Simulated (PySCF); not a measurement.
Compound: 1,3-difluoropropane, C₃H₆F₂.
SMILES with atom numbers: `[F:1][CH2:2][CH2:3][CH2:4][F:5]` (hydrogens: H6, H7 on C2; H8, H9 on C3; H10, H11 on C4)

Geometry (GFN2-xTB, Å), atoms numbered from 1 in this order:
```
atom  x, y, z in Å
F1     1.6418    0.4877   -1.0884
C2     1.1838   -0.4392   -0.1821
C3     0.0416    0.1511    0.6347
C4    -1.2074    0.3478   -0.2150
F5    -1.7449   -0.8731   -0.5487
H6     0.8524   -1.3094   -0.7566
H7     2.0347   -0.7059    0.4519
H8    -0.1859   -0.5255    1.4590
H9     0.3466    1.1164    1.0402
H10   -1.9828    0.8923    0.3327
H11   -0.9745    0.8605   -1.1535
```

The closed-shell SCF was solved with PySCF and density fitting under several settings on one GFN2-xTB geometry (grid level 2 and gas phase unless stated).

```tsv
settings	basis functions	SCF cycles	E (Eh)	HOMO (eV)	LUMO (eV)	dipole (D)
PBE0/pcSseg-1	115	12	-317.2425	-9.24	1.58	1.79
PBE0/def2-SVPD	154	12	-317.0578	-9.39	0.75	1.83
BLYP/pcSseg-1	115	12	-317.4960	-7.45	0.71	1.66
PBE0/ANO-RCC-VDZP	100	12	-317.3774	-9.33	0.44	1.90
PBE0/def2-TZVPP, fitting basis def2-qzvpp-jkfit	239	9	-317.4071	-9.26	1.39	1.74
```

Task: Estimate the rows for these settings: (1) wB97X-D/6-311+G(2d,p), fitting basis def2-universal-jkfit; (2) X3LYP/pcSseg-1; (3) BP86/6-311G**, energy threshold 1e-07 Eh, start guess huckel.

Result: 
```csv
settings,basis functions,SCF cycles,E (Eh),HOMO (eV),LUMO (eV),dipole (D)
"wB97X-D/6-311+G(2d,p), fitting basis def2-universal-jkfit",171,9,-317.6171,-11.28,1.79,1.86
X3LYP/pcSseg-1,115,12,-317.4635,-9.07,1.25,1.78
"BP86/6-311G**, energy threshold 1e-07 Eh, start guess huckel",126,12,-317.6869,-7.56,0.80,1.60
```

Task: Over all rows, what range does the HOMO–LUMO gap span?

Result: From 8.16 eV (BLYP/pcSseg-1) to 13.07 eV (wB97X-D/6-311+G(2d,p), fitting basis def2-universal-jkfit). The functional of the narrowest has no exact exchange, that of the widest range-separated exact exchange.

Task: And the dipole moment?

Result: From 1.60 D (BP86/6-311G**, energy threshold 1e-07 Eh, start guess huckel) to 1.90 D (PBE0/ANO-RCC-VDZP); the largest is 1.19 times the smallest, and the median is 1.79 D.

Task: Compare two rows with the functional PBE0: PBE0/def2-TZVPP, fitting basis def2-qzvpp-jkfit and PBE0/def2-SVPD. Which energy is lower, and by how much?

Result: PBE0/def2-TZVPP, fitting basis def2-qzvpp-jkfit (239 functions) lies 0.3493 Eh or 219 kcal/mol below PBE0/def2-SVPD (154 functions).

wB97X-D ran without the empirical dispersion term, which would shift the total energy alone. Cycle counts include a coarse-grid stage where the run had one. All basis functions are spherical, in the Pople sets too. ANO-RCC sets were contracted for a scalar-relativistic Hamiltonian, but ran non-relativistically here.

One conformer stands for the species.
